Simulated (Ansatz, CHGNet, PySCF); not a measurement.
## How the lattice parameter a of zinc-blende AlN (metastable phase) moves with the method

No measured value is used here.

```csv
level (code),value (Å)
CHGNet 0.3.0 (CHGNet),[?]
LDA (Ansatz),4.342
PBE (Ansatz),4.403
PBE-D4 (Ansatz),[?]
rVV10 (Ansatz),4.411
r²SCAN+rVV10 (Ansatz),4.365
HSE06 (Ansatz),4.365
PBE0 (Ansatz),4.365
Hartree–Fock (PySCF),[?]
MP2 (PySCF),4.364 ± 0.02
```

What belongs in the gaps?


- CHGNet 0.3.0 (CHGNet), value (Å): 4.399
- PBE-D4 (Ansatz, a first-principles code), value (Å): 4.369
- Hartree–Fock (PySCF), value (Å): 4.339 ± 0.02

A ± on a computed value is a rough bar: the spread of its extrapolation, a floor set from checks against published values, or a statistical error. Cutoffs and k meshes differ between the levels. Ansatz's density-functional and Hartree–Fock values are scalar-relativistic unless marked +SOC, with PAW data made under PBE.

Machine-learned potentials (CHGNet 0.3.0) are trained on DFT data, which may include these solids.
